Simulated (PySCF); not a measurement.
Species: chlorocyclopentane, C₅H₉Cl.
Cartesian coordinates in Å at the PBE0-D3(BJ)/def2-SVP level; atoms count from 1:
```xyz
15
C5H9Cl angstrom
Cl     1.624   -1.923    2.470
C      1.535   -1.548    0.700
C      1.902   -0.086    0.448
C      0.570    0.700    0.500
C     -0.531   -0.352    0.721
C      0.093   -1.655    0.229
H      2.217   -2.264    0.224
H      2.364   -0.010   -0.549
H      2.649    0.266    1.172
H      0.570    1.464    1.291
H      0.410    1.234   -0.449
H     -1.473   -0.105    0.210
H     -0.754   -0.449    1.794
H     -0.409   -2.565    0.586
H      0.102   -1.686   -0.876
```

The calculation used PySCF 2.14.0, density-fitted response routines, TDDFT B3LYP/def2-SVPD, vertical, gas phase, core orbitals frozen in the response.

**Question.** Predict the UV-vis stick spectrum at this level.

**Answer.** 

| state | E (eV) | E (hartree) | f | main configurations (H = HOMO, L = LUMO) |
| --- | --- | --- | --- | --- |
| S1 | 7.04 | 0.2588 | 0.0018 | H→L+1 (91%) |
| S2 | 7.11 | 0.2612 | 0.0012 | H-1→L+1 (92%) |
| S3 | 7.39 | 0.2714 | 0.016 | H→L (97%) |
| S4 | 7.51 | 0.2759 | 0.017 | H-1→L (96%) |
| S5 | 8.03 | 0.2950 | 0.0088 | H→L+2 (96%) |
| S6 | 8.14 | 0.2991 | 0.017 | H-1→L+2 (94%) |

The lowest singlet comes at 176 nm (680 kJ/mol) in the vacuum ultraviolet; it is very weak; its leading configuration is HOMO→LUMO+1 (91%). The largest oscillator strength of a single state is 0.017. Löwdin shares by element: HOMO chlorine 70%, carbon 16% or more; LUMO hydrogen 21% or more, carbon 20% or more (atoms not listed hold the other 59%). Of the 6 states listed, 3 reach f = 0.01 and none stays under 0.0005. The listed states span 1.10 eV, and the widest gap between neighbours is 0.52 eV (S4 to S5). The oscillator strengths of these states sum to 0.062; summed over the whole spectrum of an exact calculation they would give the number of electrons, 56 (Thomas–Reiche–Kuhn). Singlets were solved by full linear response.

One conformer stands for the species.
